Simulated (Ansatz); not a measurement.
C2H2O, SMILES [CH]C=O: a ladder of basis sets, run with the Ansatz DFT code, driven from Python.

Contents of `c2h2o.xyz`:
```text
5

C     1.02610    0.01110    0.31040
C    -0.45700    0.06020    0.17370
O    -1.06300   -0.89940   -0.27340
H     1.49290   -0.12090   -0.68810
H    -0.99890    0.94900    0.47750
```

Script `basis_c2h2o.py`:
```python
"""How the energy of C2H2O converges with the basis."""

import warnings

import ansatz

warnings.simplefilter("ignore", ansatz.DeckWarning)

c2h2o = ansatz.Crystal.molecule_from_extxyz("c2h2o.xyz")

calc = (
    c2h2o.calculation()
    .functional("HF")
    .spin("collinear", total=2)
)

energies = {}
for basis in ["cc-pVDZ", "cc-pVTZ"]:
    rep = calc.basis(gaussian=basis).run().report
    size = rep["n_frozen"] + rep["n_occupied"][0] + rep["n_virtual"][0]
    energies[basis] = (rep["reference_energy_ev"] / 27.211386246, rep["free_energy_ev"] / 27.211386246)
    print(f"{basis:14s} {size:4d} orbitals  reference {energies[basis][0]:14.6f} Ha  total {energies[basis][1]:14.6f} Ha")

last = energies["cc-pVTZ"][1]
for basis, (_, total) in energies.items():
    print(f"{basis:14s} lies {27.211386 * (total - last):9.4f} eV above cc-pVTZ")
```

How far does the total energy move along this ladder of basis sets?

Against cc-pVDZ: cc-pVTZ -42.0 mHa. The last step alone is -41.96 mHa.

The run itself:

Output of `python basis_c2h2o.py`:
```text
cc-pVDZ          52 orbitals  reference    -151.652253 Ha  total    -151.652253 Ha
cc-pVTZ         118 orbitals  reference    -151.694217 Ha  total    -151.694217 Ha
cc-pVDZ        lies    1.1419 eV above cc-pVTZ
cc-pVTZ        lies    0.0000 eV above cc-pVTZ
```

Caveats:
- The drop along the ladder measures the basis error, and is no property of the molecule.
- The geometry is a force-field or estimated start, not a minimum of this method, and the last set is no limit. Much of the fall in a total is atomic energy, which cancels in bond and reaction energies.
- The species is open-shell (spin multiplicity 3).
- The expectation value of S² is noticeably off S(S+1) in at least one run, so that state is spin-contaminated.
- Timing: 1.5 s on 1 thread of Intel(R) Xeon(R) Processor @ 2.30GHz, on a shared host, peak memory 0.27 GiB.
